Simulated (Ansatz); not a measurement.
Input for Ansatz (an electronic-structure program): U-wB97X-V/def2-TZVPPD on H (SMILES [H]), 2S+1 = 2. Files ending in .json are basis or fitting sets from the Basis Set Exchange.

Ansatz 0.2 input:
```yaml
crystal:
  periodic: [false, false, false]
  atoms:
    - {symbol: H, position_ang: [0.00000000, 0.00000000, 0.00000000]}
basis:
  gaussian:
    orbitals: def2-TZVPPD.json
hamiltonian:
  xc: {name: wB97X-V}
magnetization: {spin_polarized: true, initial_magnetization: 1}
```

The head of its log:

```
WARN ansatz: RAYON_NUM_THREADS=1 ignored (pool sized by the plan → 1); use --threads N
Functional definition: wB97X-V
integrals: 0.00 GiB planned
59 factors; their error is unknown
integrals: 0.03 GiB planned
26 factors; integrals over basis functions are off by at most 8.0e-5 eV
mean field: 0.05 GiB planned
mean field evaluation 1: about -13.6000 eV, gradient 1.1e0 eV
mean field evaluation 2: about -13.6173 eV, gradient 2.8e-1 eV
```

### Question
What total energy does the run end on?

### Answer
-0.5005 hartree.
